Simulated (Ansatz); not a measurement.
Two isomers of C3H6O2: A = `COC1CO1`, B = `C=C(O)OC`.

Program: Ansatz. Geometries: PBE0-D4/def2-TZVP. ΔE: electronic, gas phase. CCSD(T)/CBS is the MP2 limit (def2-TZVPP, def2-QZVPP) plus CCSD(T) − MP2 in def2-TZVPP, frozen cores. Functionals use def2-TZVPP. B3LYP here is the variant with VWN-RPA as its local correlation; programs differ in this. Each species was taken in one conformer, which may not be the lowest.

Question: Which is lower in electronic energy at CCSD(T)/CBS, and by how much? (Estimate.)

Answer: The calculation gave: B, by 19.7 kcal/mol.

Question: Give E(B) − E(A) in kcal/mol with CCSD/def2-TZVPP, HF/def2-TZVPP, r2SCAN-D4, B2PLYP, CCSD(T)/def2-TZVPP, B3LYP, B3LYP-D4. (An estimate is asked.)

Answer: Ansatz gave: CCSD/def2-TZVPP -18.8, HF/def2-TZVPP -21.1, r2SCAN-D4 -19.5, B2PLYP -20.0, CCSD(T)/def2-TZVPP -18.9, B3LYP -20.6, B3LYP-D4 -21.0. None reverses the order clearly.

Largest T1 diagnostic: 0.012.

In def2-TZVPP, CCSD(T) changes the Hartree–Fock value by +2.2 kcal/mol (the triples alone add −0.1 kcal/mol) and MP2 by +2.7 kcal/mol.
